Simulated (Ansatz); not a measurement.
**Worked example: C2H7N + SiH2(NH2)(SiH3) → C2H8Si + SiH2(NH2)2**

Species: C2H7N (ethanamine) `CCN`, singlet; SiH2(NH2)(SiH3), singlet; C2H8Si `CC[SiH3]`, singlet; SiH2(NH2)2, singlet. The partners trade NH2 for SiH3: C–NH2 and Si–SiH3 bonds give way to C–SiH3 and Si–NH2.

Shapes, held fixed at every level: PBE0-D4/def2-TZVP. Flexible molecules stand in one conformer, not always the lowest. Programs: Ansatz 0.2.0. Electronic energies: no zero-point or thermal term.

At CCSD(T)/CBS estimate; 1 Eh = 2625.50 kJ/mol:

| species | energy (Eh) |
| --- | --- |
| C2H7N | -135.016517 |
| SiH2(NH2)(SiH3) | -637.082973 |
| C2H8Si | -369.995679 |
| SiH2(NH2)2 | -402.154620 |

Work out ΔE of the reaction at this level.


1. Products less reactants: (-369.995679) + (-402.154620) − [(-135.016517) + (-637.082973)] = -0.050809 Eh = -133.4 kJ/mol.

Other levels give -137.0 (HF/def2-TZVPP) to -110.3 kJ/mol (CCSD/def2-SVP). No measured value is set beside it here. The CBS estimate extrapolates MP2 from def2-TZVPP and def2-QZVPP and adds CCSD(T) − MP2 in the triple-zeta set, cores frozen.
